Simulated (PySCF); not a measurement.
**Simulated absorption spectrum**

Compound: C5H13P.
InChI=1S/C5H13P/c1-3-4-5-6-2/h6H,3-5H2,1-2H3

Level of theory: TDDFT wB97X-D/def2-SVPD, vertical, gas phase, core orbitals frozen in the response in PySCF. Geometry: GFN2-xTB, one conformer, isolated molecule. Torsions of this conformer, `[CH3:1][CH2:2][CH2:3][CH2:4][PH:5][CH3:6]`: C1–C2–C3–C4 180°, C2–C3–C4–P5 -178°, C3–C4–P5–C6 -170°.

Each state is given a Gaussian of 0.3 eV full width at half maximum, with ε(max) = 2.175×10⁸ f / Δν̃ (Δν̃ the width in cm⁻¹). The cross-section is σ = 3.8235×10⁻²¹ ε cm², given in Mb (10⁻¹⁸ cm²). The width is an assumption, not a result. The curve ends short of the highest state used, and states not computed would add to its high-energy end.

```tsv
λ (nm)	σ (Mb)
153.0	6.89
154.2	4.16
155.4	3.75
156.7	4.99
157.9	8.33
159.1	15.66
160.3	27.90
161.6	43.82
162.8	54.75
164.0	56.54
165.3	47.47
166.5	33.53
167.7	19.96
169.0	9.46
170.2	4.04
171.4	1.48
172.7	0.44
173.9	0.16
175.1	0.20
176.3	0.57
177.6	1.68
178.8	3.94
180.0	8.06
181.3	15.01
182.5	23.32
183.7	32.13
185.0	40.17
186.2	44.54
187.4	45.36
188.7	42.73
189.9	38.10
191.1	32.40
192.3	26.37
193.6	20.02
194.8	14.69
196.0	10.15
197.3	6.31
198.5	3.78
199.7	2.11
201.0	1.03
202.2	0.50
203.4	0.22
204.7	0.09
205.9	0.03
```

**Question.** Where are the band maxima, and which computed states make them?

**Answer.** 187 nm (6.63 eV), ε about 12000, made up of S1 (18%) and S2 (82%); 164 nm (7.58 eV), ε about 15000, made up of S3 (100%) (ε in L mol⁻¹ cm⁻¹; maxima over ε = 5, shares over 10%). At its high-energy end, 8.11 eV, the curve is still rising (ε about 1900, from S4, S5 and S6). The states used: S1 6.47 eV (f 0.050); S2 6.66 eV (f 0.112); S3 7.58 eV (f 0.166); S4 7.91 eV (f 0.0087); S5 8.23 eV (f 0.0068); S6 8.34 eV (f 0.068); S7 8.41 eV (f 0.030); S8 8.71 eV (f 0.017).

**Question.** On this curve, what absorbance would a 10⁻³ mol/L sample give at 193 nm over a 1 cm path?

**Answer.** 193 nm is 6.424 eV, where ε is about 6000 L mol⁻¹ cm⁻¹, so A = ε c l ≈ 6 (Beer–Lambert, with the gas-phase spectrum and the assumed width).

**Question.** Coming from long wavelengths, where does ε first pass 100 L mol⁻¹ cm⁻¹?

**Answer.** At about 203 nm (6.12 eV), 0.35 eV below S1.

**Question.** Does any computed singlet lie in the visible range?

**Answer.** No computed singlet lies in the visible range (380 to 750 nm); the lowest, at 192 nm, stands 3.21 eV above its violet end (3.26 eV).
